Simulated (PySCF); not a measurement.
# Running PySCF for B2

Input:

```python
from pyscf import gto, scf

mol = gto.M(
    atom='B 0 0 0; B 0 0 1.63',
    basis='6-31+g*',
    charge=0,
    spin=2,
    verbose=3,
)
mf = scf.ROHF(mol)
mf.kernel()
mf.analyze()
print('orbital energies (hartree):', mf.mo_energy[..., max(0, mol.nelec[1]-3):mol.nelec[0]+3].round(4))
```

```bash
$ OMP_NUM_THREADS=1 python input.py
```

The log (some set-up lines and the per-cycle HOMO/LUMO lines with their warnings removed):

```
converged SCF energy = -49.077241720886
**** MO energy ****
                Roothaan           | alpha              | beta
MO #1   energy= -7.70334620633855  | -7.70954297193857  | -7.69714944073856  occ= 2
MO #2   energy= -7.70272373893251  | -7.70863865707573  | -7.69680882078927  occ= 2
MO #3   energy= -0.700444871638267 | -0.768886043571441 | -0.632003699705095 occ= 2
MO #4   energy= -0.3678596265106   | -0.397486497091836 | -0.338232755929366 occ= 2
MO #5   energy= -0.154064570230805 | -0.349813114197163 | 0.041683882487636  occ= 1
MO #6   energy= -0.154064570230805 | -0.349813114197163 | 0.0416838824876358 occ= 1
MO #7   energy= -0.0397967754979174 | -0.0521250498544414 | -0.0274685011413976 occ= 0
MO #8   energy= 0.0713641236361289 | 0.0703499571053562 | 0.0723782901668612 occ= 0
MO #9   energy= 0.0820584134575986 | 0.0692067119635539 | 0.0949101149516463 occ= 0
[27 lines left out]
 ** Mulliken atomic charges  **
charge of    0B =      0.00000
charge of    1B =     -0.00000
Dipole moment(X, Y, Z, Debye):  0.00000, -0.00000, -0.00000
orbital energies (hartree): [-7.7027 -0.7004 -0.3679 -0.1541 -0.1541 -0.0398  0.0714  0.0821]
```

In short: E(SCF) = -49.077242 Eh, μz(SCF) = 0.00 D.

Hardware: Intel Xeon Platinum 8488C, 1 thread, shared host. Wall time 1 s, peak memory 0.12 GiB.

The bond length is a typed value, not an optimised one. No search for the lowest solution was made.
